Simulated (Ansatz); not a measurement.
# CH₂ClSi− (SMILES [SiH-]=CCl): single points off equilibrium

The task here is to estimate one member of a computed series from the others.

The runs use Ansatz 0.2.0, Gaussian basis; single points in def2-TZVPPD.

Correlated methods freeze the cores.

## Starting geometry

SMILES `[SiH-]=CCl`, 5 atoms, charge -1, spin multiplicity 1.

Atoms are counted from 1 here; the program's logs count them from 0.

Bond lengths: Si1–C2 1.773 Å, Si1–H4 1.488 Å, C2–Cl3 1.796 Å, C2–H5 1.105 Å. Angles: C2–Si1–H4 100.7°, Si1–C2–Cl3 121.4°, Si1–C2–H5 131.9°, Cl3–C2–H5 106.5°.

Geometry (Å):

```xyz
5

Si   -0.4472    0.6825   -1.0956
C     0.3195   -0.1446    0.2728
Cl    2.1032   -0.3267    0.3775
H    -1.8855    0.5031   -0.7578
H    -0.1025   -0.6789    1.1425
```

Set-up of the first run:

File run/in.yaml:

```yaml
crystal:
  periodic: [false, false, false]
  atoms:
    - {symbol: Si, position_ang: [-0.447200, 0.682500, -1.095600]}
    - {symbol: C, position_ang: [0.319500, -0.144600, 0.272800]}
    - {symbol: Cl, position_ang: [2.103200, -0.326700, 0.377500]}
    - {symbol: H, position_ang: [-1.885500, 0.503100, -0.757800]}
    - {symbol: H, position_ang: [-0.102500, -0.678900, 1.142500]}
basis:
  gaussian: {orbitals: "def2-TZVPPD.json"}
total_charge: -1
correlation: {method: ccsd_t}
output: {forces: true}
```

The basis file named in the input lies beside it (Basis Set Exchange, JSON).

The command line of these runs was not kept.

Steps of the session up to this table: CCSD(T)/def2-TZVPPD; PBE0-D4/def2-TZVPPD; wB97M-V/def2-TZVPPD; r2SCAN-D4/def2-TZVPPD; PBE-D4/def2-TZVPPD; BHLYP-D4/def2-TZVPPD; B97M-V/def2-TZVPPD.

One table of the session follows, with a row left open; its other results are not shown here.

| method | RMS force component (eV/Å) | angle to CCSD(T) forces (°) |
| --- | --- | --- |
| CCSD(T) | 0.476 | reference |
| PBE0-D4 | 0.468 | 23.1 |
| wB97M-V | 0.478 | 25.9 |
| r2SCAN-D4 | 0.477 | 15.8 |
| PBE-D4 | 0.497 | 16.2 |
| BHLYP-D4 | 0.491 | 32.4 |
| B97M-V | ? | ? |

**Question.** Estimate the row for B97M-V.

**Answer.** RMS force component (eV/Å): 0.520; angle to CCSD(T) forces (°): 19.1. In the column «RMS force component (eV/Å)» it is the highest.
